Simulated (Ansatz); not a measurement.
## How far each method lies from full CI for B–AlH2, triplet

Geometry: that of the B–AlH2, singlet, kept fixed.

```yaml
atoms:
  - { symbol: B, position_ang: [0.0000, 0.0000, 1.7315] }
  - { symbol: Al, position_ang: [0.0000, 0.0000, -0.5881] }
  - { symbol: H, position_ang: [0.0000, -1.3671, -1.4148] }
  - { symbol: H, position_ang: [0.0000, 1.3671, -1.4148] }
```

Basis 6-31G; Ansatz 0.2.0. Only valence electrons are correlated (noble-gas cores frozen), which leaves 8 electrons in 20 orbitals. Prefix R: restricted or restricted open-shell reference; prefix U: unrestricted. Active spaces: valence = (8e, 10o) chosen from the atoms' valence shells.

Full CI is exact within this basis and frozen core; it isn't the basis-set limit. The frozen core follows each run's orbitals, which can shift R against U totals by a few meV.

For open shells CISD and CISDTQ are restricted-active-space CI with the open shells as a complete middle space.

```
UHF ⟨S²⟩                          : 2.004
T1 diagnostic (RCCSD)             : 0.0379
largest doubles amplitude (RCCSD) : 0.078
T1 diagnostic (UCCSD)             : 0.0347
```

```
                     level  E − E(full CI) (kJ/mol)  share of correlation (%)  wall time
                       RHF                    236.8                      0.00          –
                       UHF                    234.5                      0.94          –
                      RMP2                     83.9                     64.55          –
                      UMP2                     83.6                     64.71          –
                      CISD                     20.1                     91.50      1.4 s
                     RCCSD                      9.4                     96.05          –
                     UCCSD                      9.2                     96.13          –
                  RCCSD(T)                      3.7                     98.42      2.1 s
                  UCCSD(T)                      3.7                     98.45      1.7 s
                   BCCD(T)                      3.4                     98.58      2.2 s
                    RCCSDT                      0.5                     99.79          –
                    UCCSDT                      0.5                     99.80          –
                    CISDTQ                      0.7                     99.72       12 s
                 RCCSDT(Q)                      0.2                     99.93        7 s
                 UCCSDT(Q)                      0.1                     99.94        6 s
                   RCCSDTQ                      0.0                     99.99       57 s
    CASSCF (valence space)                     57.5                     75.71          –
    NEVPT2 (valence space)                     18.0                     92.39        7 s
NEVPT4(SD) (valence space)                      3.4                     98.57       11 s
    MRCISD (valence space)                      2.0                     99.17          –
  MRCISD+Q (valence space)                      1.0                     99.58       11 s
```

The correlation energy at full CI, counted from RHF, is -2.454 eV. That run took 1.7 min on 1 thread of Arm Neoverse N1, shared host over 5,855,680 determinants.

Times hold each run's SCF and search for its determinant on a shared host, so for small cases they say little of a method's own cost; they ran on 1 thread of Arm Neoverse N1.

The full-CI state has the irrep B1 of C2v, in the program's axes.

Natural occupations of full CI about the gap: 1.968 1.956 1.921 0.991 0.979 0.044 0.042 0.032 0.022 0.020; effectively unpaired electrons, Σ n²(2−n)², 2.06.
